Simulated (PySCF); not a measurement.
C₃H₅ (doublet state).
Numbering: `[CH2:1][CH:2]=[CH2:3]` (hydrogens: H4, H5 on C1; H6 on C2; H7, H8 on C3)

Geometry (GFN2-xTB, Å), atoms numbered from 1 in this order:
```
atom  x, y, z in Å
C1    -0.7312    0.4586   -0.7916
C2     0.0813   -0.4246   -0.1261
C3     0.6785   -0.1656    1.0817
H4    -1.1773    0.2116   -1.7375
H5    -0.9450    1.4300   -0.3811
H6     0.2630   -1.3891   -0.5849
H7     1.3077   -0.8885    1.5669
H8     0.5320    0.7771    1.5788
```

The hyperfine couplings belong to this conformer and change with its torsions.

Level of theory: PySCF 2.14.0, UKS B3LYP, pcH-1 on C H, non-relativistic, mean-field spin-orbit, GIAO. Isolated species at its GFN2-xTB geometry, gas phase. Couplings are sensitive to structure, and on GFN2-xTB geometries they can be far from those on DFT ones. ⟨S²⟩ is 0.777 where a pure state has 0.75.

Predict the first-order ENDOR lines of H4/H7, H5/H8 and H6 under fast tumbling at B = 334.8 mT (X band).

For S = 1/2 in fast tumbling each set of equivalent nuclei gives two lines, ν± = |νn ± a/2| to first order, with νn = g_N μN B/h and μN/h = 7.62259 MHz/T.

```
nuclei  isotope     g_N  νn (MHz)  a_iso (MHz)  lower line (MHz)  upper line (MHz)
 H4/H7       1H  5.5857     14.25       -42.64              7.06             35.57
 H5/H8       1H  5.5857     14.25       -40.58              6.03             34.54
    H6       1H  5.5857     14.25        12.22              8.15             20.36
```

Which pairs are centred on the nuclear Larmor frequency, and which on half the coupling?

Centred on νn, since |a| < 2νn: H6. Centred on |a|/2 and split by 2νn: H4/H7 and H5/H8.

At what field would the lower line of H6 fall to zero frequency?

Where νn = |a|/2, that is B = 6.11 MHz/(5.5857 × 7.62259 MHz/T) = 144 mT, as far as first order holds there.

H4 and H5 aren't averaged: C1 is flat or nearly so (angle sum 360°), and its turn about the short C1–C2 bond (1.37 Å) is taken as slow.

The Mulliken spin populations are largest on C1 (+0.69), C3 (+0.69) and C2 (-0.27). The angles at C1 add up to 360.0°, so it is planar; its axial dipolar tensor and the negative couplings of its protons fit spin in a p orbital normal to that plane.
